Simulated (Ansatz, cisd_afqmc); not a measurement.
System: SiH$_{3}$, charge 1, singlet. SiH3+ (parent SMILES [SiH3], singlet).
B3LYP-D3(BJ)/def2-TZVP minimum from Ansatz (a quantum-chemistry and plane-wave program):
```xyz
4

Si     0.0000     0.0000     0.0000
H      0.0122     1.4675    -0.0088
H      1.2647    -0.7442     0.0200
H     -1.2769    -0.7232    -0.0112
```
Charge +1, spin multiplicity 1.

Total energies in cc-pV(D+d)Z, 6 correlated electrons, 5 frozen orbitals. UHF or UKS for unpaired electrons; spin-orbit terms are left out. Correlated methods leave the cores frozen. No relativity. AFQMC is phaseless with a CISD trial state; ± is one standard error, without the phaseless bias. Outlying blocks are dropped, and bars are widened where a walk drifts. Over all cases where full CI ran beside it in this data, AFQMC minus full CI had a median of +0.1 mEh and passed +0.4 mEh in a tenth of the cases.

```
method         program         energy (Eh)  error against FCI (mEh)
----------  ----------  ------------------  -----------------------
HF              Ansatz          -290.35194                   110.53
MP2             Ansatz          -290.43546                    27.01
CCSD            Ansatz          -290.46040                     2.06
CCSD(T)         Ansatz          -290.46195                     0.52
CCSDT(Q)        Ansatz          -290.46246                     0.01
CCSDTQ          Ansatz          -290.46247                     0.00
AFQMC/CISD  cisd_afqmc  -290.4624 ± 0.0001                0.1 ± 0.1
FCI             Ansatz          -290.46247                     0.00
```

Rough core times of Ansatz's runs on a shared machine: CCSD(T) under 20 s, CCSDT(Q) under 20 s, CCSDTQ 40 s, FCI 30 s.
